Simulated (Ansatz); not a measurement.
**AlH₅NP: taking an electron away**

One table from this session's results is given with a row withheld; the runs are named, their logs left out.

Computed with Ansatz 0.2.0, Gaussian basis. Level: unrestricted cation, the program's frozen cores in correlated methods.

The runs, in order: UKS PBE-D4/def2-TZVPP; UKS r2SCAN-D4/def2-TZVPP; UKS PBE0-D4/def2-TZVPP; UKS B3LYP-D4/def2-TZVPP; UKS wB97X-V/def2-TZVPP; UKS wB97M-V/def2-TZVPP; UKS B2PLYP/def2-TZVPP; UHF-MP2/def2-TZVPP; UHF-MP2/def2-QZVPP; then −ε(HOMO) from the neutral's earlier runs with LDA (SPW92), PBE-D4, revPBE-D4, BLYP-D4, r2SCAN-D4, B97M-V, PBE0-D4, B3LYP-D4, r2SCANh-D4, r2SCAN0-D4, HSE06-D4, BHLYP-D4, CAM-B3LYP-D4, LC-ωPBE, ωB97X-V, ωB97M-V.

1 further run of the same task is left out (it didn't finish).

### The geometry

All runs share one geometry, relaxed beforehand with PBE0-D4 in a triple-zeta def2 set.

SMILES `N[PH][AlH2]`, 8 atoms, charge 0, spin multiplicity 1.

Atoms are counted from 1 here; the program's logs count them from 0.

Bond lengths: N1–P2 1.710 Å, N1–H4 1.008 Å, N1–H5 1.007 Å, P2–Al3 2.315 Å, P2–H6 1.432 Å, Al3–H7 1.588 Å, Al3–H8 1.587 Å. Angles: P2–N1–H4 114.2°, P2–N1–H5 119.7°, H4–N1–H5 111.1°, N1–P2–Al3 105.5°, N1–P2–H6 106.6°, Al3–P2–H6 96.5°, P2–Al3–H7 116.5°, P2–Al3–H8 121.6°, H7–Al3–H8 121.7°.

Set-up of the first run:

in.yaml reads:

```yaml
crystal:
  periodic: [false, false, false]
  atoms:
    - {symbol: N, position_ang: [-1.416614, 0.411980, -0.638647]}
    - {symbol: P, position_ang: [-0.421636, 0.569564, 0.743316]}
    - {symbol: Al, position_ang: [1.242160, -1.020539, 0.493617]}
    - {symbol: H, position_ang: [-2.287146, 0.916824, -0.581285]}
    - {symbol: H, position_ang: [-1.011738, 0.490681, -1.557611]}
    - {symbol: H, position_ang: [0.410961, 1.712325, 0.519013]}
    - {symbol: H, position_ang: [2.521720, -0.857939, 1.419834]}
    - {symbol: H, position_ang: [1.054393, -2.280098, -0.454036]}
basis:
  gaussian: {orbitals: def2-TZVPP}
total_charge: 1
magnetization: {spin_polarized: true, initial_magnetization: 1}
hamiltonian: {xc: pbe, dispersion: d4}
```

On the command line:

```bash
$ ansatz run in.yaml --threads 2 --pin off --events-out ev --progress --plain --max-ram 4352MiB
```

Among the steps run: Cation, UKS PBE-D4/def2-TZVPP; Cation, UKS r2SCAN-D4/def2-TZVPP; Cation, UKS PBE0-D4/def2-TZVPP; Cation, UKS B3LYP-D4/def2-TZVPP; Cation, UKS wB97X-V/def2-TZVPP; Cation, UKS wB97M-V/def2-TZVPP; Cation, UKS B2PLYP (frozen core)/def2-TZVPP; Cation, UHF-MP2/def2-TZVPP; Cation, UHF-MP2/def2-QZVPP.

One table of the session follows, with a row left open; its other results are not shown here.

It belongs to the step «Ionisation energies side by side». For comparison, −ε(HOMO) of the neutral from earlier runs:

```
  functional  −ε(HOMO) (eV)
 LDA (SPW92)           5.71
      PBE-D4           5.60
   revPBE-D4           5.55
     BLYP-D4              ?
   r2SCAN-D4           5.80
      B97M-V           5.90
     PBE0-D4           6.64
    B3LYP-D4           6.43
  r2SCANh-D4           6.19
  r2SCAN0-D4           6.77
    HSE06-D4           6.24
    BHLYP-D4           7.54
CAM-B3LYP-D4           7.87
     LC-ωPBE           9.20
     ωB97X-V           8.86
     ωB97M-V           8.68
```

Q: Estimate the row for BLYP-D4 from the others.

Worked estimate for «−ε(HOMO) (eV)». Against the share of exact exchange, B3LYP-D4 (0.2, 6.43), BHLYP-D4 (0.5, 7.54) give a slope of 3.70 per unit share; at 0 the line stands at 5.69.

**Answer.** −ε(HOMO) (eV): 5.44. In «−ε(HOMO) (eV)» the line misses by +0.25.
